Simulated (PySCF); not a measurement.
Gas-phase reaction: i-Si4H10 + 4 CH2 = 2 ethylsilane + 2 SiH

Method: PySCF energies plus ideal-gas RRHO corrections (1 bar). † marks an energy on the PBE0/def2-TZVP geometry and frequencies; other levels use their own. CCSD(T) freezes the core. Open shells (unrestricted): CH2 (multiplicity 3), SiH (multiplicity 2, electronic degeneracy 4); the rest are closed-shell singlets. Spin-orbit splitting is ignored; it lowers the true energy and changes the entropy of SiH. CCSD(T) isn't extrapolated to the basis-set limit. The harmonic model lacks anharmonicity and excited electronic states, which grow with temperature; levels with a mode under 35 cm⁻¹ are left out. Internal rotation in i-Si4H10, ethylsilane is treated as a harmonic vibration of one conformer, which makes the entropy rough.

```csv
level,"ΔE electronic, kJ","ΔH°(298 K), kJ","ΔS°(298 K), J/K","ΔG°(1400 K), kJ"
BLYP/def2-TZVP†,-1112,-1036,-197,-718
CCSD(T)/def2-SVP†,-1084,-1008,-197,-690
HF/def2-TZVP†,-685,-609,-197,-291
M06-2X/def2-TZVP†,-1095,-1019,-197,-701
PBE/def2-SVP,-1124,-1051,-198,-734
PBE/def2-TZVP†,-1104,-1028,-197,-710
ωB97M-V/def2-TZVP†,-1133,-1057,-197,-739
ωB97X-V/def2-TZVP†,-1127,-1050,-197,-733
```
ΔH° is lowest at ωB97M-V/def2-TZVP† and highest at HF/def2-TZVP†. No reference value is set beside these.
